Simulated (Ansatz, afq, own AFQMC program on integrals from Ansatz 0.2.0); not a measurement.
## Cu, doublet → Cu⁺, singlet

A free Cu atom.

E(singlet, charge +1) − E(doublet, charge +0) at this geometry, on UHF and RHF determinants.

Basis def2-TZVPP. Noble-gas cores (and the filled d shells of Ga–Kr and In–Xe) are frozen. Ansatz 0.2.0 and our own AFQMC program on the same integrals; the CISD trial comes from CCSD amplitudes, and released means the phaseless constraint is let go. ± is one standard error of the sampling. The metal's outer-core s and p shells are frozen, which shifts wave-function levels against functionals. The errors of all members are added in quadrature.

No full CI on the walks' own integrals is used here; CCSDT(Q) serves as the reference and is uncertain by about the last step of the cluster series. Each member takes its own surest rung, up to full CI.

Errors are counted within def2-TZVPP, not against nature.

Cautions: no relativity below Rb; outer-core shells of the metal frozen; Cu (doublet): the released energies get too noisy after the second time (errors over twice the walk's own, or jumping), so no released level is given (meV from the phaseless value at times in 1/Eh: -30 ± 7 at 0.60, -38 ± 8 at 1.20, -52 ± 14 at 2.00, -80 ± 32 at 3.00, -159 ± 111 at 4.20), though the last usable value meets CCSDT(Q) within the noise, the ph-AFQMC/CISD walk drifts between its halves (2.4 errors), its ph-AFQMC/CISD value lies 35 ± 4 meV above CCSDT(Q).

```
level  vertical ionization energy (kcal/mol)
   HF                                  148.5
 CCSD                                  165.3
```

From these cheaper values, estimate the vertical ionization energy at the reference level in def2-TZVPP.

167.6 kcal/mol (CCSDT(Q) in def2-TZVPP).

| level | vertical ionization energy (kcal/mol) | error against CCSDT(Q) (kcal/mol) |
| --- | --- | --- |
| MP2 | 168.2 | 0.5 |
| CCSD(T) | 167.9 | 0.2 |
| CCSDT | 167.8 | 0.2 |
| ph-AFQMC/HF | 162.3 ± 0.9 | -5.3 ± 0.9 |
| ph-AFQMC/CISD | 166.7 ± 0.1 | -1.0 ± 0.1 |

Correlation beyond CCSD(T) takes off 0.2 kcal/mol. The perturbative (T) step is worth +2.6 kcal/mol.

A walk keeps the symmetry of its determinant, which the program's search chose and which needn't be the lowest solution, so a lower state of the same spin and another symmetry isn't excluded.
